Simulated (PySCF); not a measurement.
Species: CH₂O.
SMILES with atom numbers: `[CH2:1]=[O:2]` (hydrogens: H3, H4 on C1)

Computed by this run: PySCF, PBE0-D3(BJ)/def2-SVP geometry optimisation, gas phase; density fitting, grid level 1; the optimiser is geomeTRIC in internal coordinates, started from a GFN2-xTB structure with every atom displaced at random (about 0.01 Å).

Step 0: E = -3109.7793 eV
```
atom  x, y, z in Å  |  force x, y, z in eV/Å
C1      0.0236   -0.0245   -0.0018   -3.105   1.334  -0.115
O2      1.1709   -0.2137   -0.0167    3.271  -0.953   0.011
H3     -0.7686   -0.8085   -0.0048   -0.002  -0.388   0.050
H4     -0.3878    1.0214   -0.0097   -0.163   0.008   0.054
```

Q: Estimate the geometry and energy of step 1. (The exact step hangs on the optimiser's Hessian estimate; all steps are aligned on step 0, rigid shifts and turns removed.)

A: E = -3109.8430 eV, largest force 0.758 eV/Å
```
atom  x, y, z in Å  |  force x, y, z in eV/Å
C1      0.0069   -0.0033   -0.0124    0.689  -0.300   0.093
O2      1.1874   -0.2372   -0.0132   -0.600   0.167  -0.031
H3     -0.7574   -0.8199   -0.0013   -0.047   0.023  -0.031
H4     -0.3989    1.0351   -0.0062   -0.042   0.111  -0.031
```

The energy changes by -0.0637 eV. The first-order estimate −F·Δx gives -0.1647 eV and the mean of the old and new forces, exact on a quadratic surface, -0.0664 eV. The step makes an angle of 44° with the force vector and moves no atom by more than 0.029 Å.

What follows is the cost of the whole optimisation. The run took 1.7 s wall on one thread, Intel Xeon 6975P-C (x86_64), shared host with 192 logical CPUs at a one-minute load of 29, and the process peaked at 0.25 GiB of memory.
